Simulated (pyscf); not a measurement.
Thermochemistry of product channels of Cl–Ga(Cl)–SeH + H• on the doublet surface, in eV, from ωB97M-D3(BJ)/def2-TZVP energies (ideal gas, 1 atm, RRHO with modes under 100 cm⁻¹ raised to 100, one conformer, R ln 2 for chiral ones without a mode under 150 cm⁻¹). PySCF, gas phase, ωB97X-D3(BJ)/def2-SVP geometries.

```tsv
products	ΔE	ΔH(298 K)	ΔG(298 K)	ΔG(600 K)
H₂Se + [Cl–Ga–Cl]•	?	-0.33	-0.47	-0.59
Cl–Ga(Cl)–Se• + H₂	-1.08	-1.01	-1.03	?
SeH• + Cl–GaH–Cl	?	-0.24	-0.32	-0.39
```

Problem. What belongs in the gaps?

Solution. 
- H₂Se + [Cl–Ga–Cl]•, ΔE: -0.43
- Cl–Ga(Cl)–Se• + H₂, ΔG(600 K): -1.05
- SeH• + Cl–GaH–Cl, ΔE: -0.31

These are energies of the channels, which say nothing of barriers. Left out: orbital degeneracy and the spin-orbit lowering of SeH, which is large for Br, Se, Te and I. Elements up to Kr have no core potential and no relativistic terms here.
